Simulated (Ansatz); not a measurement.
Reaction (SMILES): ClCCl → [CH-](Cl)Cl + H+
B3LYP-D3(BJ)/def2-TZVP geometries, fixed; electronic energies without zero-point terms.
Largest species:
```
C
H 1 1.0832
H 1 1.0832 2 111.91
Cl 1 1.7804 2 108.02 3 118.77
Cl 1 1.7804 2 108.02 3 -118.77
```
Charge 0, spin multiplicity 1.

Basis-set convergence of the deprotonation energy at PBE0 with Ansatz (a quantum-chemistry and plane-wave program). Cartesian d functions, on some or all atoms, in 6-31G*, 6-31+G*, 6-311G**, 6-311+G**; all else is spherical. The program fits the integrals of some runs and decomposes those of others, by size. No added dispersion term, no relativity. Functions are those of the species that has most. Reference: the value in aug-pcseg-3, 386.69 kcal/mol, itself unsure by roughly 0.05 kcal/mol (its mean distance from aug-cc-pV(Q+d)Z, def2-QZVPPD). Deviations are taken from unrounded values.

| basis | functions | deprotonation energy (kcal/mol) |
|---|---|---|
| 6-31G* | 57 | 393.76 |
| 6-31+G* | 69 | 385.73 |
| def2-SVP | 60 | 397.38 |
| def2-SVPD | 90 | 385.36 |
| pcseg-1 | 60 | 385.13 |
| aug-pcseg-1 | 95 | 382.84 |
| cc-pV(D+d)Z | 70 | 391.33 |
| aug-cc-pV(D+d)Z | 105 | 383.45 |
| 6-311G** | 84 | 387.07 |
| 6-311+G** | 96 | 385.42 |
| def2-TZVP | 117 | 389.34 |
| def2-TZVPD | 147 | 386.41 |
| pcseg-2 | 126 | 388.50 |
| aug-pcseg-2 | 192 | 386.53 |
| cc-pV(T+d)Z | 136 | 389.86 |
| aug-cc-pV(T+d)Z | 202 | 386.17 |
| def2-TZVPP | 143 | 389.58 |
| def2-TZVPPD | 173 | 386.65 |
| cc-pV(Q+d)Z | 243 | 388.41 |
| aug-cc-pV(Q+d)Z | 350 | 386.59 |
| pcseg-3 | 254 | 387.16 |
| aug-pcseg-3 | 361 | 386.69 |
| def2-QZVPP | 257 | 387.64 |
| def2-QZVPPD | 287 | 386.68 |

What the diffuse functions change, pair by pair:
- 6-31G* to 6-31+G*: 12 more functions, deviation 7.07 to -0.95 kcal/mol
- def2-SVP to def2-SVPD: 30 more functions, deviation 10.69 to -1.33 kcal/mol
- pcseg-1 to aug-pcseg-1: 35 more functions, deviation -1.56 to -3.85 kcal/mol
- cc-pV(D+d)Z to aug-cc-pV(D+d)Z: 35 more functions, deviation 4.64 to -3.24 kcal/mol
- 6-311G** to 6-311+G**: 12 more functions, deviation 0.38 to -1.26 kcal/mol
- def2-TZVP to def2-TZVPD: 30 more functions, deviation 2.65 to -0.28 kcal/mol
- pcseg-2 to aug-pcseg-2: 66 more functions, deviation 1.81 to -0.16 kcal/mol
- cc-pV(T+d)Z to aug-cc-pV(T+d)Z: 66 more functions, deviation 3.18 to -0.52 kcal/mol
- def2-TZVPP to def2-TZVPPD: 30 more functions, deviation 2.89 to -0.04 kcal/mol
- cc-pV(Q+d)Z to aug-cc-pV(Q+d)Z: 107 more functions, deviation 1.72 to -0.10 kcal/mol
- pcseg-3 to aug-pcseg-3: 107 more functions, deviation 0.47 to 0.00 kcal/mol
- def2-QZVPP to def2-QZVPPD: 30 more functions, deviation 0.95 to -0.01 kcal/mol

Leaving out the reference's own pair, they bring the value nearer the reference by more than 0.05 kcal/mol in 9 of 11 pairs.
